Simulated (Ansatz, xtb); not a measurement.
## Relaxing a trial structure of H4Si3−

The starting geometry of this gas-phase doublet has its atoms placed at random.

| atom | x (Å) | y (Å) | z (Å) |
| --- | --- | --- | --- |
| Si | -0.5439 | -0.5021 | -1.5325 |
| Si | 0.3040 | 0.8089 | 1.5286 |
| Si | 2.1721 | 0.0296 | -0.0462 |
| H | 0.7285 | -0.7247 | -1.1629 |
| H | 0.3083 | 1.1576 | -1.8786 |
| H | 0.5812 | -0.5229 | 1.9883 |
| H | 0.6269 | 0.3063 | -0.0860 |

**Question.** One run relaxed it with r2SCAN-D4/def2-SVPD. What is a likely outcome?

**Answer.** It ends as a structure with H4 bridging Si1 and Si3, given below by its coordinates. Distances that change by over a tenth: Si1–H4 (1.34 → 1.69 Å), Si2–H7 (1.72 → 1.51 Å). Contacts that open: Si3–H7 (1.57 → 3.32 Å). Contacts that close: Si1–Si2 (3.44 → 2.35 Å), Si1–H5 (1.90 → 1.54 Å), Si2–Si3 (2.56 → 2.34 Å), Si3–H4 (1.97 → 1.73 Å).

The energy falls by 4.62 eV over 27 steps:

```csv
step,E − E(last) (eV)
1,4.620
4,2.272
7,2.047
10,1.988
13,1.622
15,1.123
18,0.599
21,0.168
24,0.010
27,0.000
```

Final geometry (Å):

```xyz
7

Si   -0.1180   -0.6563   -1.2913
Si    0.3739    0.3364    0.7809
Si    2.4362   -0.2595   -0.1489
H     1.5317   -0.9731   -1.4397
H     0.0249    0.6646   -2.0689
H    -0.1545   -0.3621    2.0068
H     0.0828    1.8026    0.9717
```

From the same start GFN2-xTB ends elsewhere, in pieces: H3Si + Si2 + H.

From so rough a start the end depends on the optimiser's path, so another program may land elsewhere. The end wasn't checked by frequencies. Open shells are spin-unrestricted. Run with Ansatz 0.2.0, 98 s on 2 threads of Intel(R) Xeon(R) 6975P-C (Granite Rapids), with other jobs on the host.
